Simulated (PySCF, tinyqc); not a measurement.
Inside a calculation. Method: CID on RHF in the sto-6g basis, frozen core, for LiH, spin multiplicity 1. The lowest restricted solution is unstable here: a spin-polarised one lies 0.0844 hartree lower (PySCF). Computed by tinyqc, a small Python program that keeps every step (integrals from PySCF). Settings: charge = 0, multiplicity = 1, basis = sto-6g, method = RHF, frozen orbitals = 1, energy threshold = 1e-10, iteration cap = 55, orthogonalisation = canonical, start = core, DIIS depth = 6, ci = CID, davidson = 1. Command: `OMP_NUM_THREADS=1 python tinyqc.py 30761 30762 out.jsonl` (the two numbers bound the seeds that draw the settings). One thread of a shared host (Intel(R) Xeon(R) Processor @ 2.60GHz), about 0.1 s of CPU time with the checks. Later iterations appear only in the table of the cycle.

## One-electron integrals

Geometry (angstrom):
```
atom,x,y,z
Li,0.000000,0.000000,0.000000
H,0.000000,0.000000,3.077000
```

Basis sto-6g: exponents (1/bohr^2) and contraction coefficients of normalised primitives:
```
element,l (shell),exponent,coefficient
Li,s (1),167.175846,0.009164
Li,s (1),30.651508,0.049361
Li,s (1),8.575187,0.168538
Li,s (1),2.945808,0.370563
Li,s (1),1.143944,0.416492
Li,s (1),0.471139,0.130334
Li,s (2),6.597564,-0.013253
Li,s (2),1.305830,-0.046992
Li,s (2),0.405851,-0.033785
Li,s (2),0.156146,0.250242
Li,s (2),0.067814,0.595117
Li,s (2),0.031084,0.240706
Li,p (3),6.597564,0.003760
Li,p (3),1.305830,0.037679
Li,p (3),0.405851,0.173897
Li,p (3),0.156146,0.418036
Li,p (3),0.067814,0.425860
Li,p (3),0.031084,0.101708
H,s (1),35.523221,0.009164
H,s (1),6.513144,0.049361
H,s (1),1.822143,0.168538
H,s (1),0.625955,0.370563
H,s (1),0.243077,0.416492
H,s (1),0.100112,0.130334
```

Overlap, kinetic and nuclear-attraction integrals over the contracted functions; the nuclear repulsion is the sum of Za Zb / Rab.

nuclear repulsion = 0.51593488 hartree

overlap S:
```
,1Li 1s,1Li 2s,1Li 2px,1Li 2py,1Li 2pz,2H 1s
1Li 1s,1.000000,0.235742,0.000000,0.000000,0.000000,0.002527
1Li 2s,0.235742,1.000000,0.000000,0.000000,0.000000,0.116617
1Li 2px,0.000000,0.000000,1.000000,0.000000,0.000000,0.000000
1Li 2py,0.000000,0.000000,0.000000,1.000000,0.000000,0.000000
1Li 2pz,0.000000,0.000000,0.000000,0.000000,1.000000,0.180650
2H 1s,0.002527,0.116617,0.000000,0.000000,0.180650,1.000000
```

kinetic energy T (hartree):
```
,1Li 1s,1Li 2s,1Li 2px,1Li 2py,1Li 2pz,2H 1s
1Li 1s,3.616742,-0.110723,0.000000,0.000000,0.000000,-0.001277
1Li 2s,-0.110723,0.106524,0.000000,0.000000,0.000000,-0.002778
1Li 2px,0.000000,0.000000,0.320007,0.000000,0.000000,0.000000
1Li 2py,0.000000,0.000000,0.000000,0.320007,0.000000,0.000000
1Li 2pz,0.000000,0.000000,0.000000,0.000000,0.320007,0.004089
2H 1s,-0.001277,-0.002778,0.000000,0.000000,0.004089,0.768522
```

nuclear attraction V (hartree):
```
,1Li 1s,1Li 2s,1Li 2px,1Li 2py,1Li 2pz,2H 1s
1Li 1s,-8.239123,-0.868904,0.000000,0.000000,-0.004603,-0.009362
1Li 2s,-0.868904,-1.371035,0.000000,0.000000,-0.051604,-0.147981
1Li 2px,0.000000,0.000000,-1.360128,0.000000,0.000000,0.000000
1Li 2py,0.000000,0.000000,0.000000,-1.360128,0.000000,0.000000
1Li 2pz,-0.004603,-0.051604,0.000000,0.000000,-1.392684,-0.231330
2H 1s,-0.009362,-0.147981,0.000000,0.000000,-0.231330,-1.755494
```

core Hamiltonian H = T + V (hartree):
```
,1Li 1s,1Li 2s,1Li 2px,1Li 2py,1Li 2pz,2H 1s
1Li 1s,-4.622380,-0.979627,0.000000,0.000000,-0.004603,-0.010639
1Li 2s,-0.979627,-1.264511,0.000000,0.000000,-0.051604,-0.150759
1Li 2px,0.000000,0.000000,-1.040121,0.000000,0.000000,0.000000
1Li 2py,0.000000,0.000000,0.000000,-1.040121,0.000000,0.000000
1Li 2pz,-0.004603,-0.051604,0.000000,0.000000,-1.072677,-0.227241
2H 1s,-0.010639,-0.150759,0.000000,0.000000,-0.227241,-0.986972
```

## Two-electron integrals

Functions are numbered as in S; the eight-fold symmetry (ij|kl) = (ji|kl) = (kl|ij) leaves the list below.

Two-electron integrals (ij|kl) in chemists' order, unique and non-zero (hartree):
```
i,j,k,l,(ij|kl)
1,1,1,1,1.681247
2,1,1,1,0.242603
2,1,2,1,0.044507
2,2,1,1,0.397190
2,2,2,1,0.090279
2,2,2,2,0.290625
3,1,3,1,0.009437
3,2,3,1,0.014261
3,2,3,2,0.064236
3,3,1,1,0.397190
3,3,2,1,0.090279
3,3,2,2,0.290625
3,3,3,3,0.313125
4,1,4,1,0.009437
4,2,4,1,0.014261
4,2,4,2,0.064236
4,3,4,3,0.016875
4,4,1,1,0.397190
4,4,2,1,0.090279
4,4,2,2,0.290625
4,4,3,3,0.279374
4,4,4,4,0.313125
5,1,5,1,0.009437
5,2,5,1,0.014261
5,2,5,2,0.064236
5,3,5,3,0.016875
5,4,5,4,0.016875
5,5,1,1,0.397190
5,5,2,1,0.090279
5,5,2,2,0.290625
5,5,3,3,0.279374
5,5,4,4,0.279374
5,5,5,5,0.313125
6,1,1,1,0.002472
6,1,2,1,0.000450
6,1,2,2,0.000947
6,1,3,3,0.000933
6,1,4,4,0.000933
6,1,5,1,0.000061
6,1,5,2,0.000134
6,1,5,5,0.000974
6,1,6,1,0.000005
6,2,1,1,0.025930
6,2,2,1,0.006080
6,2,2,2,0.024041
6,2,3,3,0.022689
6,2,4,4,0.022689
6,2,5,1,0.000823
6,2,5,2,0.007264
6,2,5,5,0.026744
6,2,6,1,0.000077
6,2,6,2,0.005684
6,3,3,1,0.000223
6,3,3,2,0.001482
6,3,5,3,0.000723
6,3,6,3,0.000180
6,4,4,1,0.000223
6,4,4,2,0.001482
6,4,5,4,0.000723
6,4,6,4,0.000180
6,5,1,1,0.038683
6,5,2,1,0.009096
6,5,2,2,0.036487
6,5,3,3,0.034244
6,5,4,4,0.034244
6,5,5,1,0.001296
6,5,5,2,0.011511
6,5,5,5,0.040973
6,5,6,1,0.000116
6,5,6,2,0.009099
6,5,6,5,0.014599
6,6,1,1,0.171977
6,6,2,1,0.040542
6,6,2,2,0.170426
6,6,3,3,0.160102
6,6,4,4,0.160102
6,6,5,1,0.004602
6,6,5,2,0.050649
6,6,5,5,0.191072
6,6,6,1,0.000503
6,6,6,2,0.057723
6,6,6,5,0.093956
6,6,6,6,0.774999
```

## Orthogonalisation

S = U s U^T; canonical form X = U s^(-1/2), so that X^T S X = 1. Each column of U has its largest component positive (the first on a tie).

eigenvalues of S: 0.720547  0.847030  1.000000  1.000000  1.150478  1.281944

X:
```
,1,2,3,4,5,6
1Li 1s,-0.636199,0.497037,0.000000,0.000000,-0.424148,0.477369
1Li 2s,0.759895,-0.316195,0.000000,0.000000,-0.276114,0.566586
1Li 2px,0.000000,0.000000,-0.310704,0.950507,0.000000,0.000000
1Li 2py,0.000000,0.000000,0.950507,0.310704,0.000000,0.000000
1Li 2pz,0.345766,0.696759,0.000000,0.000000,0.601609,0.259384
2H 1s,-0.534873,-0.589998,0.000000,0.000000,0.501129,0.404825
```

Within a degenerate level the vectors are fixed only up to a rotation; this is one choice.

## Starting guess

The start is the orbitals of the core Hamiltonian; D = 2 C_occ C_occ^T.

D at the start:
```
,1Li 1s,1Li 2s,1Li 2px,1Li 2py,1Li 2pz,2H 1s
1Li 1s,2.087224,-0.348200,0.000000,0.000000,-0.181244,-0.037503
1Li 2s,-0.348200,1.369017,0.000000,0.000000,0.885754,0.214508
1Li 2px,0.000000,0.000000,0.000000,0.000000,0.000000,0.000000
1Li 2py,0.000000,0.000000,0.000000,0.000000,0.000000,0.000000
1Li 2pz,-0.181244,0.885754,0.000000,0.000000,0.574053,0.139162
2H 1s,-0.037503,0.214508,0.000000,0.000000,0.139162,0.033756
```

## Iteration 1: building the Fock matrix

J_ij = sum D_kl (ij|kl), K_ij = sum D_kl (ik|jl); F = H + J - 0.5 K; E = tr D H + tr D J / 2 - 0.25 tr D K + E_nn.

Coulomb J (hartree):
```
,1Li 1s,1Li 2s,1Li 2px,1Li 2py,1Li 2pz,2H 1s
1Li 1s,4.139469,0.657265,0.000000,0.000000,0.022708,0.006997
1Li 2s,0.657265,1.357009,0.000000,0.000000,0.116645,0.117635
1Li 2px,0.000000,0.000000,1.349000,0.000000,0.000000,0.000000
1Li 2py,0.000000,0.000000,0.000000,1.349000,0.000000,0.000000
1Li 2pz,0.022708,0.116645,0.000000,0.000000,1.373029,0.178930
2H 1s,0.006997,0.117635,0.000000,0.000000,0.178930,0.838818
```

exchange K (hartree):
```
,1Li 1s,1Li 2s,1Li 2px,1Li 2py,1Li 2pz,2H 1s
1Li 1s,3.406564,0.485002,0.000000,0.000000,0.019745,0.009742
1Li 2s,0.485002,0.476843,0.000000,0.000000,0.310016,0.121609
1Li 2px,0.000000,0.000000,0.108219,0.000000,0.000000,0.000000
1Li 2py,0.000000,0.000000,0.000000,0.108219,0.000000,0.000000
1Li 2pz,0.019745,0.310016,0.000000,0.000000,0.294194,0.111165
2H 1s,0.009742,0.121609,0.000000,0.000000,0.111165,0.109234
```

Fock matrix F (hartree):
```
,1Li 1s,1Li 2s,1Li 2px,1Li 2py,1Li 2pz,2H 1s
1Li 1s,-2.186193,-0.564863,0.000000,0.000000,0.008232,-0.008513
1Li 2s,-0.564863,-0.145924,0.000000,0.000000,-0.089967,-0.093929
1Li 2px,0.000000,0.000000,0.254770,0.000000,0.000000,0.000000
1Li 2py,0.000000,0.000000,0.000000,0.254770,0.000000,0.000000
1Li 2pz,0.008232,-0.089967,0.000000,0.000000,0.153256,-0.103893
2H 1s,-0.008513,-0.093929,0.000000,0.000000,-0.103893,-0.202770
```

total energy of this density = -7.52512231 hartree

## Iteration 1: diagonalisation and new density

Diagonalise F' = X^T F X, C = X C', fill 2 alpha and 2 beta electrons from the bottom; D = 2 C_occ C_occ^T. Each column has its largest component positive (the first on a tie).

F' = X^T F X (hartree):
```
,1,2,3,4,5,6
1,-0.404560,0.417498,0.000000,0.000000,-0.460573,0.625933
2,0.417498,-0.272604,0.000000,0.000000,0.604488,-0.483895
3,0.000000,0.000000,0.254770,0.000000,0.000000,0.000000
4,0.000000,0.000000,0.000000,0.254770,0.000000,0.000000
5,-0.460573,0.604488,0.000000,0.000000,-0.539528,0.580140
6,0.625933,-0.483895,0.000000,0.000000,0.580140,-0.966117
```

orbital energies (hartree): MO1 -2.187395, MO2 -0.241283, MO3 0.028038, MO4 0.217831, MO5 0.254770, MO6 0.254770

coefficients C:
```
,MO1,MO2,MO3,MO4,MO5,MO6
1Li 1s,0.994106,-0.086781,-0.240023,0.078674,0.000000,0.000000
1Li 2s,0.023851,0.322288,0.941223,-0.290414,0.000000,0.000000
1Li 2px,0.000000,0.000000,0.000000,0.000000,0.219336,0.975649
1Li 2py,0.000000,0.000000,0.000000,0.000000,0.975649,-0.219336
1Li 2pz,-0.002572,0.206052,0.251562,0.963583,0.000000,0.000000
2H 1s,-0.000065,0.855407,-0.506201,-0.247468,0.000000,0.000000
```

D after iteration 1:
```
,1Li 1s,1Li 2s,1Li 2px,1Li 2py,1Li 2pz,2H 1s
1Li 1s,1.991554,-0.008516,0.000000,0.000000,-0.040876,-0.148594
1Li 2s,-0.008516,0.208877,0.000000,0.000000,0.132693,0.551372
1Li 2px,0.000000,0.000000,0.000000,0.000000,0.000000,0.000000
1Li 2py,0.000000,0.000000,0.000000,0.000000,0.000000,0.000000
1Li 2pz,-0.040876,0.132693,0.000000,0.000000,0.084928,0.352517
2H 1s,-0.148594,0.551372,0.000000,0.000000,0.352517,1.463444
```

Within a degenerate level the vectors are fixed only up to a rotation; this is one choice.

## Iteration 9 (converged): orbitals

converged F (hartree):
```
,1Li 1s,1Li 2s,1Li 2px,1Li 2py,1Li 2pz,2H 1s
1Li 1s,-2.422848,-0.622987,0.000000,0.000000,0.010566,-0.006383
1Li 2s,-0.622987,-0.186797,0.000000,0.000000,-0.025554,-0.124256
1Li 2px,0.000000,0.000000,0.148206,0.000000,0.000000,0.000000
1Li 2py,0.000000,0.000000,0.000000,0.148206,0.000000,0.000000
1Li 2pz,0.010566,-0.025554,0.000000,0.000000,0.110000,-0.117809
2H 1s,-0.006383,-0.124256,0.000000,0.000000,-0.117809,-0.049034
```

As before.

F' = X^T F X (hartree):
```
,1,2,3,4,5,6
1,-0.364867,0.549756,0.000000,0.000000,-0.549634,0.666973
2,0.549756,-0.312257,0.000000,0.000000,0.563778,-0.551581
3,0.000000,0.000000,0.148206,0.000000,0.000000,0.000000
4,0.000000,0.000000,0.000000,0.148206,0.000000,0.000000
5,-0.549634,0.563778,0.000000,0.000000,-0.599374,0.688000
6,0.666973,-0.551581,0.000000,0.000000,0.688000,-1.038826
```

orbital energies (hartree): MO1 -2.424076, MO2 -0.170564, MO3 0.055933, MO4 0.148206, MO5 0.148206, MO6 0.223384

coefficients C:
```
,MO1,MO2,MO3,MO4,MO5,MO6
1Li 1s,0.994344,-0.149216,-0.207286,0.000000,0.000000,-0.074994
1Li 2s,0.022923,0.574618,0.803430,0.000000,0.000000,0.313796
1Li 2px,0.000000,0.000000,0.000000,0.996028,-0.089044,0.000000
1Li 2py,0.000000,0.000000,0.000000,0.089044,0.996028,0.000000
1Li 2pz,-0.003800,0.268243,-0.493807,0.000000,0.000000,0.847600
2H 1s,-0.000910,0.678171,-0.386357,0.000000,0.000000,-0.663335
```

D after iteration 9:
```
,1Li 1s,1Li 2s,1Li 2px,1Li 2py,1Li 2pz,2H 1s
1Li 1s,2.021972,-0.125897,0.000000,0.000000,-0.087610,-0.204197
1Li 2s,-0.125897,0.661424,0.000000,0.000000,0.308101,0.779338
1Li 2px,0.000000,0.000000,0.000000,0.000000,0.000000,0.000000
1Li 2py,0.000000,0.000000,0.000000,0.000000,0.000000,0.000000
1Li 2pz,-0.087610,0.308101,0.000000,0.000000,0.143938,0.363837
2H 1s,-0.204197,0.779338,0.000000,0.000000,0.363837,0.919834
```

Within a degenerate level the vectors are fixed only up to a rotation; this is one choice.

## Convergence

Stop when the energy changes by less than 1e-10 hartree and every element of the error matrix X^T (F D S - S D F) X is below 3e-06.

Course of the cycle:
```
iteration,E (hartree),change,largest element of the error matrix
1,-7.52512231,-,2.02e-01
2,-7.73071155,-2.06e-01,1.22e-01
3,-7.79046741,-5.98e-02,1.44e-02
4,-7.79123744,-7.70e-04,4.11e-03
5,-7.79133106,-9.36e-05,1.30e-03
6,-7.79134224,-1.12e-05,1.64e-04
7,-7.79134233,-9.80e-08,1.75e-05
8,-7.79134234,-1.12e-09,1.56e-07
9,-7.79134234,-1.58e-13,3.90e-08
```

PySCF RHF in the same basis = -7.79134234 hartree

Converged in 9 iterations.

## Populations, bond orders and dipole

Mulliken: Z minus the diagonal of D S on the atom; Loewdin: the same with S^(1/2) D S^(1/2); Mayer order: 2 sum_s sum (D(s) S)_ij (D(s) S)_ji over the two atoms.

Charges (e):
```
atom,Mulliken,Loewdin
1Li,0.075930,0.073981
2H,-0.075930,-0.073981
```

Mayer bond orders:
```
pair,order
2-1,0.994235
```

dipole moment about the origin, x y z (debye): 0.000000  0.000000  -5.267311

## Integrals over molecular orbitals

(pq|rs) = sum C_ip C_jq C_kr C_ls (ij|kl), one index at a time.

one-electron integrals over orbitals h = C^T H C (hartree):
```
,1,2,3,4,5,6
1,-4.615514,0.104268,0.157226,0.000000,0.000000,0.038605
2,0.104268,-1.097123,-0.036641,0.000000,0.000000,-0.085664
3,0.157226,-0.036641,-1.052267,0.000000,0.000000,-0.001559
4,0.000000,0.000000,0.000000,-1.040121,0.000000,0.000000
5,0.000000,0.000000,0.000000,0.000000,-1.040121,0.000000
6,0.038605,-0.085664,-0.001559,0.000000,0.000000,-1.018956
```

Two-electron integrals over orbitals (pq|rs), unique and non-zero (hartree); the lowest 1 orbital is frozen and left out:
```
p,q,r,s,(pq|rs)
2,2,2,2,0.401036
3,2,2,2,-0.092056
3,2,3,2,0.064191
3,3,2,2,0.228216
3,3,3,2,0.014162
3,3,3,3,0.294615
4,2,4,2,0.021644
4,3,4,2,0.024399
4,3,4,3,0.040653
4,4,2,2,0.213012
4,4,3,2,0.038156
4,4,3,3,0.265747
4,4,4,4,0.313125
5,2,5,2,0.021644
5,3,5,2,0.024399
5,3,5,3,0.040653
5,4,5,4,0.016875
5,5,2,2,0.213012
5,5,3,2,0.038156
5,5,3,3,0.265747
5,5,4,4,0.279374
5,5,5,5,0.313125
6,2,2,2,-0.092083
6,2,3,2,0.075379
6,2,3,3,-0.004426
6,2,4,4,0.050043
6,2,5,5,0.050043
6,2,6,2,0.120618
6,3,2,2,0.082755
6,3,3,2,-0.051507
6,3,3,3,-0.030641
6,3,4,4,-0.022453
6,3,5,5,-0.022453
6,3,6,2,-0.051136
6,3,6,3,0.059168
6,4,4,2,0.014210
6,4,4,3,0.006605
6,4,6,4,0.016502
6,5,5,2,0.014210
6,5,5,3,0.006605
6,5,6,5,0.016502
6,6,2,2,0.342362
6,6,3,2,-0.044162
6,6,3,3,0.252558
6,6,4,4,0.249899
6,6,5,5,0.249899
6,6,6,2,-0.030335
6,6,6,3,0.039285
6,6,6,6,0.332501
```

## CID: determinants and Hamiltonian

one-electron integrals dressed by the frozen orbital, h + 2 (pq|11) - (p1|1q) (hartree):
```
,2,3,4,5,6
2,-0.571600,0.092056,0.000000,0.000000,0.092083
3,0.092056,-0.336309,0.000000,0.000000,-0.090131
4,0.000000,0.000000,-0.256174,0.000000,0.000000
5,0.000000,0.000000,0.000000,-0.256174,0.000000
6,0.092083,-0.090131,0.000000,0.000000,-0.340721
```

energy of the frozen orbital, 2 h_11 + (11|11) = -7.56511327 hartree

Hartree-Fock energy = -7.79134234 hartree

Slater-Condon rules over spin orbitals, with the nuclear repulsion and the energy of the frozen orbital added and E(HF) subtracted on the diagonal. Only determinants linked to the reference directly or through others are kept (one block of an abelian symmetry group), so some states are absent.

Occupation strings over the orbitals (2 doubly, a alpha, b beta, 0 empty; spin orbitals ordered 1a 1b 2a 2b ...): 220000 202000 20a00b 200200 200020 20b00a 200002

H - E(HF) between determinants (hartree):
```
,220000,202000,20a00b,200200,200020,20b00a,200002
220000,0.000000,0.064191,0.075379,0.021644,0.021644,-0.075379,0.120618
202000,0.064191,0.364162,-0.120772,0.040653,0.040653,0.120772,0.059168
20a00b,0.075379,-0.120772,0.317692,0.006605,0.006605,-0.059168,-0.050847
200200,0.021644,0.040653,0.006605,0.542941,0.016875,-0.006605,0.016502
200020,0.021644,0.040653,0.006605,0.016875,0.542941,-0.006605,0.016502
20b00a,-0.075379,0.120772,-0.059168,-0.006605,-0.006605,0.317692,0.050847
200002,0.120618,0.059168,-0.050847,0.016502,0.016502,0.050847,0.393222
```

## CID: roots

Diagonalise (each vector has its largest component positive (the first on a tie)); all determinants have Ms = 0, so triplets appear too. The lowest singlet root is the correlation energy.

lowest roots of this matrix, relative to E(HF) (hartree): -0.087377  0.233140  0.258524  0.389101  0.526066  0.540392  0.618804

lowest vectors:
```
,root 1,root 2,root 3,root 4
220000,0.889417,0.305505,0.000000,0.322488
202000,-0.214830,0.730873,0.000000,-0.187080
20a00b,-0.226922,0.381621,0.707107,0.275522
200200,-0.005386,-0.114796,0.000000,-0.097951
200020,-0.005386,-0.114796,0.000000,-0.097951
20b00a,0.226922,-0.381621,0.707107,-0.275522
200002,-0.244419,-0.234235,0.000000,0.830656
```

<S^2> of these roots: 0.000000  0.000000  2.000000  0.000000  0.000000  0.000000  0.000000

weight of the ground state by excitation level 0, 1, 2, ...: 0.791062  0.000000  0.208938

The reference has a weight of only 0.79: one determinant is a poor start here.

## The lowest root by the Davidson method

Start from the reference; add the residual divided by (theta - H_ii), orthogonalised, at each step.

Davidson iterations:
```
iteration,subspace,lowest Ritz value (hartree),residual norm
1,1,0,1.76e-01
2,2,-0.08482712,3.30e-02
3,3,-0.08734033,4.45e-03
4,4,-0.08737569,1.08e-03
5,5,-0.08737750,1.30e-16
```
